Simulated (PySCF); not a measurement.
# LiC (quartet): spin, charge, geometry and surroundings

One physical setting of the base script is moved in each run, with the edits that it forces.

Computed with PySCF 2.14.0. Level: method and basis as typed in the scripts.

1 further run of the same task is left out (it didn't finish).

### 1 Starting geometry

LiC (quartet): 2 atoms, charge 0, spin multiplicity 4.

Bond lengths: Li1–C2 1.995 Å.

### 2 Base script

Contents of input.py:

```python
from pyscf import gto, dft

mol = gto.M(
    atom='Li 0 0 0; C 0 0 1.995',
    basis='pcseg-1',
    charge=0,
    spin=3,
    verbose=4,
)
mf = dft.UKS(mol, xc='pbe0')
mf = mf.density_fit(auxbasis='def2-universal-jkfit')
mf.kernel()
g = mf.nuc_grad_method()
g.grid_response = True
g.kernel()
mf.dip_moment()
print('orbital energies (hartree):', [e[max(0, n-3):n+3].round(4) for e, n in zip(mf.mo_energy, mol.nelec)])
```

On the command line:

```
$ python input.py
```

The log of this run is left out.

Base result: E(SCF) = -45.344759 Eh, 9 cycles, ⟨S²⟩ = 3.752, μ = 6.50 D, gradient on the second atom 0.0127 Eh/bohr.

The bond length is a typed value, not an optimised one. The quartet is typed in the script; nothing here shows that it is the ground state.

### 3 Bond 2.234 Å

Run 1 changes bond length: 1.995 Å → 2.234 Å.

Contents of input.py:

```python
from pyscf import gto, dft

mol = gto.M(
    atom='Li 0 0 0; C 0 0 2.234',
    basis='pcseg-1',
    charge=0,
    spin=3,
    verbose=4,
)
mf = dft.UKS(mol, xc='pbe0')
mf = mf.density_fit(auxbasis='def2-universal-jkfit')
mf.kernel()
g = mf.nuc_grad_method()
g.grid_response = True
g.kernel()
mf.dip_moment()
print('orbital energies (hartree):', [e[max(0, n-3):n+3].round(4) for e, n in zip(mf.mo_energy, mol.nelec)])
```

On the command line:

```
$ python input.py
```

### 4 Charge +1 (triplet)

Run 2 changes charge: 0 → 1; spin (2S): 3 → 2.

input.py: that of step 2 with these lines changed.

```diff
@@ -5,4 +5,4 @@
     basis='pcseg-1',
-    charge=0,
-    spin=3,
+    charge=1,
+    spin=2,
     verbose=4,
```

### 5 Charge +2

Run 3 changes charge: 0 → 2.

input.py: that of step 2 with these lines changed.

```diff
@@ -5,3 +5,3 @@
     basis='pcseg-1',
-    charge=0,
+    charge=2,
     spin=3,
```

### 6 Charge -1 (quintet)

Run 4 changes charge: 0 → -1; spin (2S): 3 → 4.

input.py: that of step 2 with these lines changed.

```diff
@@ -5,4 +5,4 @@
     basis='pcseg-1',
-    charge=0,
-    spin=3,
+    charge=-1,
+    spin=4,
     verbose=4,
```

### 7 Doublet

Run 5 changes spin (2S): 3 → 1.

input.py: that of step 2 with these lines changed.

```diff
@@ -6,3 +6,3 @@
     charge=0,
-    spin=3,
+    spin=1,
     verbose=4,
```

### 8 Charge +1 (quintet)

Run 6 changes charge: 0 → 1; spin (2S): 3 → 4.

input.py: that of step 2 with these lines changed.

```diff
@@ -5,4 +5,4 @@
     basis='pcseg-1',
-    charge=0,
-    spin=3,
+    charge=1,
+    spin=4,
     verbose=4,
```

What does the calculation give? Wanted: for each run, E(SCF); from base; gap, α spin; SCF dipole.

The runs gave:

```csv
run,E(SCF) (hartree),from base (eV),cycles,"gap, α spin (eV)",SCF dipole (D)
base,-45.344759,0,9,3.46,6.50
bond 2.234 Å,-45.335216,+0.2597,9,2.99,7.23
charge +1 (triplet),-45.056177,+7.8527,8,3.65,n/a
charge +2,-44.185924,+31.5335,6,4.32,n/a
charge -1 (quintet),-45.360118,-0.4179,9,3.21,n/a
doublet,-45.288612,+1.5278,10,2.31,6.01
charge +1 (quintet),-44.889475,+12.3889,7,8.96,n/a
```

In words: Of the runs whose energies can be compared, “doublet” moves the SCF energy most (+1.528 eV). At the SCF level, going to the triplet with one electron fewer costs 7.85 eV at fixed geometry. At the SCF level, adding an electron (to the quintet) releases 0.42 eV at fixed geometry. The doublet solution found lies 1.53 eV above the base quartet at this geometry and level. At the SCF level, going to the quintet with one electron fewer costs 12.39 eV at fixed geometry, which need not be the lowest ionisation.
